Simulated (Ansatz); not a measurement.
**C₂H₄B radical (SMILES [B]1CC1): single points off equilibrium**

One table from this session's results is given with a row withheld; the runs are named, their logs left out.

Method: single points in def2-TZVPP; program: Ansatz 0.2.0, Gaussian basis.

Cores are frozen in the correlated methods. Orbitals are unrestricted.

**Starting geometry**

SMILES `[B]1CC1`, 7 atoms, charge 0, spin multiplicity 2.

Atoms are counted from 1 here; the program's logs count them from 0.

Bond lengths: B1–C2 1.496 Å, B1–C3 1.468 Å, C2–C3 1.482 Å, C2–H4 1.184 Å, C2–H5 1.155 Å, C3–H6 1.139 Å, C3–H7 1.179 Å. Angles: C2–B1–C3 60.0°, B1–C2–C3 59.1°, B1–C2–H4 124.0°, B1–C2–H5 126.7°, C3–C2–H4 118.8°, C3–C2–H5 121.0°, H4–C2–H5 102.7°, B1–C3–C2 60.9°, B1–C3–H6 118.0°, B1–C3–H7 123.0°, C2–C3–H6 108.2°, C2–C3–H7 122.5°, H6–C3–H7 113.4°.

Geometry (Å):

| atom | x (Å) | y (Å) | z (Å) |
| --- | --- | --- | --- |
| B1 | 1.3307 | -0.0472 | -0.0448 |
| C2 | 0.0119 | -0.7506 | 0.0076 |
| C3 | 0.0856 | 0.7294 | 0.0023 |
| H4 | -0.4834 | -1.3007 | -0.9170 |
| H5 | -0.4307 | -1.3207 | 0.9099 |
| H6 | -0.2714 | 1.1076 | 1.0160 |
| H7 | -0.3002 | 1.3803 | -0.9020 |

The first run:

Contents of run/in.yaml:

```yaml
crystal:
  periodic: [false, false, false]
  atoms:
    - {symbol: B, position_ang: [1.330700, -0.047200, -0.044800]}
    - {symbol: C, position_ang: [0.011900, -0.750600, 0.007600]}
    - {symbol: C, position_ang: [0.085600, 0.729400, 0.002300]}
    - {symbol: H, position_ang: [-0.483400, -1.300700, -0.917000]}
    - {symbol: H, position_ang: [-0.430700, -1.320700, 0.909900]}
    - {symbol: H, position_ang: [-0.271400, 1.107600, 1.016000]}
    - {symbol: H, position_ang: [-0.300200, 1.380300, -0.902000]}
basis:
  gaussian: {orbitals: def2-TZVPP}
magnetization: {spin_polarized: true, initial_magnetization: 1}
correlation: {method: ccsd_t}
scf: {omitted_lower_state_checks: [cluster_reference]}
output: {forces: true}
```

The command line of these runs was not kept.

Among the steps run: CCSD(T)/def2-TZVPP; PBE0-D4/def2-TZVPP; wB97M-V/def2-TZVPP; r2SCAN-D4/def2-TZVPP; PBE-D4/def2-TZVPP; BHLYP-D4/def2-TZVPP; LC-wPBE/def2-TZVPP.

One table of the session follows, with a row left open; its other results are not shown here.

| method | RMS force component (eV/Å) | angle to CCSD(T) forces (°) | dipole (D) |
| --- | --- | --- | --- |
| CCSD(T) | 2.084 | reference | 1.18 |
| PBE0-D4 | ? | ? | ? |
| wB97M-V | 1.947 | 4.2 | 1.22 |
| r2SCAN-D4 | 1.862 | 3.9 | 1.22 |
| PBE-D4 | 1.807 | 2.1 | 1.35 |
| BHLYP-D4 | 1.990 | 7.3 | 1.09 |
| LC-wPBE | 1.890 | 6.3 | 1.17 |

**Question.** Estimate the row for PBE0-D4.

**Answer.** RMS force component (eV/Å): 1.869; angle to CCSD(T) forces (°): 4.4; dipole (D): 1.23. In the column «RMS force component (eV/Å)» it lies between r2SCAN-D4 (1.862) and LC-wPBE (1.890).
